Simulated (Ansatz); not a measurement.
# HF (singlet): wave-function methods side by side, cc-pVDZ

Aim: climb from Hartree-Fock through coupled cluster and multireference methods for HF (singlet) at one geometry and basis, and see what each rung misses.

Method: cc-pVDZ, core rule «outside noble gas», up to 1 orbitals frozen; program: Ansatz 0.2.0, Gaussian basis.

The runs, in order: UHF; CCSD(T) on RHF; BCCD(T) on RHF; CISD; CCSDT(Q) on RHF; CISDTQ; CCSDTQ on RHF; CASSCF and MRCISD+Q, 8 electrons in 5 orbitals; CASSCF and NEVPT4(SD), 8 electrons in 5 orbitals; CASSCF and NEVPT2, 8 electrons in 5 orbitals; Full CI.

9 further runs of the same task are left out: 9 set aside as unsound or not needed.

**1. The system**

The geometry is an MP2(full)/6-31G* stationary point (not a proven minimum).

2 atoms, charge 0, spin multiplicity 1.

Atoms are counted from 1 here; the program's logs count them from 0.

Bond lengths: F1–H2 0.934 Å.

**2. UHF**

in.yaml reads:

```yaml
crystal:
  periodic: [false, false, false]
  atoms:
    - {symbol: F, position_ang: [0.000000, 0.000000, 0.000000]}
    - {symbol: H, position_ang: [0.000000, 0.000000, 0.933891]}
basis:
  gaussian: {orbitals: cc-pVDZ}
magnetization: {spin_polarized: true, initial_magnetization: 0}
hamiltonian: {xc: hf}
output: {orbitals: {seedname: orbitals}}
```

Launch:

```sh
> ansatz run in.yaml --threads 1 --pin off --events-out ev --progress --plain --max-ram 8192MiB --backend cpu
```

The runs that follow: CCSD(T) on RHF; BCCD(T) on RHF; CISD; CCSDT(Q) on RHF; CISDTQ; CCSDTQ on RHF; CASSCF and MRCISD+Q, 8 electrons in 5 orbitals; CASSCF and NEVPT4(SD), 8 electrons in 5 orbitals; CASSCF and NEVPT2, 8 electrons in 5 orbitals; Full CI.

**Question.** What will the summary of the whole plan be? Wanted: FCI below the RHF energy; RMP2 from FCI; RCCSD from FCI; RCCSD(T) from FCI; RCCSDT(Q) from FCI; NEVPT2 valence from FCI; NEVPT4(SD) valence from FCI; MRCISD+Q valence from FCI; T1 diagnostic.

**Answer**, as computed:

```
                         quantity                                                                    value
         FCI below the RHF energy                                                               -5.7140 eV
                    RMP2 from FCI                                                               +207.6 meV
                   RCCSD from FCI                                                                +67.1 meV
                RCCSD(T) from FCI                                                                +13.8 meV
               RCCSDT(Q) from FCI                                                                 -0.3 meV
          NEVPT2 valence from FCI                                                               +563.2 meV
      NEVPT4(SD) valence from FCI                                                                +56.6 meV
        MRCISD+Q valence from FCI                                                                +20.6 meV
levels within 1 kcal/mol (43 meV)  RCCSD(T), BCCD(T), RCCSDT, CISDTQ, RCCSDT(Q), RCCSDTQ, MRCISD+Q valence
                    T1 diagnostic                                                                    0.006
   effectively unpaired electrons                                                                     0.01
```

RCCSD(T) misses by +13.8 meV, 0.2 % of the correlation energy. One determinant dominates. Of the multireference levels listed MRCISD+Q valence comes nearest in total energy (+20.6 meV), which doesn't show that its space is the better one. These misses are within one basis, not against nature.
